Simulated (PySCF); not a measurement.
NMR data simulated for an unnamed compound:

¹H NMR (400 MHz, computed): δ 8.28 (m, 1H), 8.20 (m, 1H), 4.37 (q, 1H), 1.83 (d, 3H).

¹³C{¹H} NMR (computed): δ 142.6 (CH), 141.3 (CH), 115.8 (C), 77.4 (CH), 19.0 (CH3).

Theory: shielding tensors at PBE0/pcSseg-1 (GIAO), structure optimised with GFN2-xTB, in PySCF (equivalent nuclei averaged, non-relativistic Hamiltonian, isolated molecule, one conformer).

References, each an isolated molecule treated in the same way: ¹H, ¹³C against TMS.

Question: Which of these does the molecule contain: a Si–H bond, a non-aromatic C=C double bond, an S-methyl group, a (CH3)2CH unit, a three-membered ring?

Answer: 
- A Si–H bond: no.
- A non-aromatic C=C double bond: yes.
- An S-methyl group: no.
- A (CH3)2CH unit: no.
- A three-membered ring: yes.

The data belong to `InChI=1S/C5H6/c1-2-5-3-4-5/h2-4H,1H3`; they needn't prove each group on their own.

Carbon signals by region: 3 in the sp2 and nitrile region (100–160 ppm), 1 at 50–100 ppm, 1 below 50 ppm.

Shifts are as computed. Against solution values, carbons near 30 ppm lie about +3 ppm off and those near 130 ppm about +5 ppm (rms about the fit 2.1 ppm; single classes can miss by 10 ppm). Of 1328 compounds with measured shifts, 309 miss one by over three times the rms of a fit or turn the order of signals round; such compounds aren't used in these exercises. Signals without a measured value on file couldn't be tested in this way; 1H shifts scatter by 0.2 ppm about their fit, and single ones miss by 0.5 ppm. Multiplicities follow the n + 1 count of equivalent neighbours, as no J values were calculated; m marks all less simple cases, F and P coupling included.
